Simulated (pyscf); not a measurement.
PySCF, gas phase, ωB97X-D3(BJ)/def2-SVP geometries. Correlated levels are frozen-core, on RHF or UHF. ΔMP2 is the change of the MP2 total energy from the triple- to the quadruple-zeta basis.

Q: What is the homolytic dissociation enthalpy (298 K, CCSD(T)/def2-TZVPP + ΔMP2(QZVPP)) of the F–Ga bond of F–Ga(Cl)–Cl (SMILES [F][Ga]([Cl])[Cl]), to F• + [Cl–Ga–Cl]•?

A: F–Ga to F• + [Cl–Ga–Cl]•: 524.2 kJ/mol. The radicals are drawn with the spin at the cut bond; how far it spreads was not checked. The CCSD(T) − MP2 part came from Ansatz, without density fitting, on the same reference. The frozen core leaves the outer d or s,p core shells of the metals and heavy elements correlated in the MP2 and CC values, and def2-TZVPP describes them poorly, which can shift differences by a few kcal/mol. Left out: the spin-orbit lowering of F. Elements up to Kr have no core potential and no relativistic terms here.
